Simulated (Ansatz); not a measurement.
Input (CCSDT(Q)/cc-pVDZ; Ansatz, a program for electronic structure):

Ansatz 0.2 input:
```yaml
crystal:
  periodic: [false, false, false]
  atoms:
    - {symbol: C, position_ang: [0.24243516, -0.19849136, -1.22253028]}
    - {symbol: C, position_ang: [-0.03825523, -0.01277160, 0.02051421]}
    - {symbol: H, position_ang: [-0.23057535, -0.63963618, -2.07626433]}
    - {symbol: O, position_ang: [-0.12431303, 0.23840174, 1.16104509]}
basis:
  gaussian:
    orbitals: cc-pVDZ
magnetization: {spin_polarized: true, initial_magnetization: 1}
correlation: {method: ccsdt_q, electrons: outside_noble_gas}
```

Output:

```
Functional definition: HF
integrals: 0.03 GiB planned
814 factors; integrals over basis functions are off by at most 2.3e-7 eV
mean field: 0.12 GiB planned
mean field evaluation 1: about -4109.9407 eV, gradient 1.8e1 eV
mean field evaluation 2: about -4109.9446 eV, gradient 1.8e1 eV
mean field evaluation 4: about -4111.4802 eV, gradient 2.8e0 eV
mean field evaluation 8: about -4111.5658 eV, gradient 2.6e-1 eV
mean field evaluation 16: about -4109.9402 eV, gradient 1.8e1 eV
mean field evaluation 32: about -4111.5724 eV, gradient 2.8e-3 eV
mean field evaluation 64: about -4111.5231 eV, gradient 1.9e0 eV
mean field evaluation 96: about -4111.5724 eV, gradient 2.4e-6 eV
mean field evaluation 128: about -4111.4112 eV, gradient 7.2e-3 eV
mean field -4111.57235850 eV, -151.0974972510 hartree, gradient 2.4e-6 eV, S^2 0.816625; 9 other end points of the search recorded, 0 dependent functions left out
determinant -4111.57235850 eV, -151.0974972510 hartree, with singles and doubles -4123.07975521 eV, -151.5203862803 hartree
determinant -4111.41116471 eV, -151.0915734886 hartree, with singles and doubles -4122.82449520 eV, -151.5110056479 hartree
determinant -4111.57235850 eV, -151.0974972510 hartree, with singles and doubles -4123.08171392 eV, -151.5204582615 hartree
determinant -4111.41116471 eV, -151.0915734886 hartree, with singles and doubles -4122.82662263 eV, -151.5110838293 hartree
3 core orbitals not correlated
reference -4111.57235850 eV, -151.0974972510 hartree; 8, 7 occupied and 36, 37 virtual orbitals, 814 factors
second order -10.99532101 eV of doubles, -0.00000000 eV of singles
coupled cluster: 0.87 GiB planned
cycle   1  -10.98896079 eV  change    6.4e-3 eV  update   1.2e-1
cycle   2  -11.56673199 eV  change   -5.8e-1 eV  update   7.0e-2
cycle   3  -12.01609796 eV  change   -4.5e-1 eV  update   3.2e-2
cycle   4  -12.02939750 eV  change   -1.3e-2 eV  update   1.4e-2
cycle   5  -11.99641583 eV  change    3.3e-2 eV  update   7.2e-3
cycle   6  -12.00235734 eV  change   -5.9e-3 eV  update   3.6e-3
cycle   7  -12.00858822 eV  change   -6.2e-3 eV  update   2.0e-3
cycle   8  -12.00833817 eV  change    2.5e-4 eV  update   1.2e-3
cycle   9  -12.00724240 eV  change    1.1e-3 eV  update   7.2e-4
cycle  10  -12.00834857 eV  change   -1.1e-3 eV  update   3.4e-4
cycle  11  -12.00792785 eV  change    4.2e-4 eV  update   1.9e-4
cycle  12  -12.00804844 eV  change   -1.2e-4 eV  update   1.1e-4
cycle  13  -12.00817162 eV  change   -1.2e-4 eV  update   6.2e-5
cycle  14  -12.00813915 eV  change    3.2e-5 eV  update   3.0e-5
cycle  15  -12.00814216 eV  change   -3.0e-6 eV  update   1.6e-5
cycle  16  -12.00816526 eV  change   -2.3e-5 eV  update   9.9e-6
cycle  17  -12.00817029 eV  change   -5.0e-6 eV  update   5.5e-6
cycle  18  -12.00817794 eV  change   -7.7e-6 eV  update   3.3e-6
cycle  19  -12.00818207 eV  change   -4.1e-6 eV  update   2.0e-6
cycle  20  -12.00818152 eV  change    5.5e-7 eV  update   1.1e-6
coupled cluster: 0.87 GiB planned
perturbative correction -0.05148883 eV, -0.0018921796 hartree
Total energy: -4123.63202885 eV, -151.5406819620 hartree
```

The determinant is spin-contaminated: <S^2> is 0.82, 0.07 over the pure value.
